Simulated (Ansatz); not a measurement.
# CH2NSi: the cost of one run

Program: Ansatz 0.2.0. Level of theory: UKS B3LYP-D4/def2-SVP. These are calculated values, not measurements.

## (1) The structure to begin with

Bond lengths: N1–C2 1.332 Å, C2–Si3 1.724 Å, N1–H4 1.014 Å, N1–H5 1.014 Å. Angles: N1–C2–Si3 177.2°, C2–N1–H4 122.1°, C2–N1–H5 122.4°, H4–N1–H5 115.5°.

Structure file:

```xyz
5

N    -0.4032    0.4354   -0.2910
C     0.3925   -0.4656    0.2825
Si    1.4745   -1.5680    1.0483
H    -1.0755    0.1824   -1.0063
H    -0.3882    1.4159   -0.0334
```

## (2) Relaxing end A

The input, input.yaml:

```yaml
crystal:
  periodic: [false, false, false]
  atoms:
    - { symbol: "N", position_ang: [-0.40322, 0.43535, -0.29104] }
    - { symbol: C, position_ang: [0.39248, -0.46556, 0.28246] }
    - { symbol: Si, position_ang: [1.47447, -1.56805, 1.04831] }
    - { symbol: H, position_ang: [-1.07551, 0.18237, -1.00632] }
    - { symbol: H, position_ang: [-0.38823, 1.41588, -0.03342] }
magnetization:
  spin_polarized: true
  initial_magnetization: 1
basis:
  gaussian: { orbitals: def2-SVP }
hamiltonian:
  xc: b3lyp
  dispersion: d4
relax:
  f_tol: 0.02
  max_steps: 50
output:
  orbitals: {}
```

The run is started by

```console
> ansatz run input.yaml --threads 1 --pin off --max-ram 2048MiB --backend cpu --events-out ev --progress --plain --runs-dir out
```

What time and memory should one allow on 1 thread of Arm Neoverse V1, shared host?

About 14 s, with a peak of 0.14 GiB.
